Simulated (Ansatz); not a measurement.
Results of LDA (Ansatz, a first-principles code, PAW) for 1T (CdI2-type) CdI₂.

Rigid layers of the crystal as relaxed at this level are moved apart or together:

```csv
run,k mesh,layer repeat (Å),energy against free layers (meV/Å²),gap on the mesh (eV)
1,12×12×6,6.54,-7.82,2.099
2,12×12×6,6.69,-8.01,2.176
3,12×12×6,6.84,-7.69,2.214
4,12×12×6,7.04,-6.83,2.218
5,12×12×6,7.34,-5.21,2.235
6,12×12×6,7.84,-2.85,2.271
7,12×12×4,8.84,-0.61,2.321
8,12×12×4,10.84,-0.01,2.345
```

The lowest energy of these points lies at a layer repeat of 6.69 Å.

Spin–orbit coupling is not included.

Note: the cell comes from a level without a dispersion term, which matters for the spacing of layers, chains or molecules.
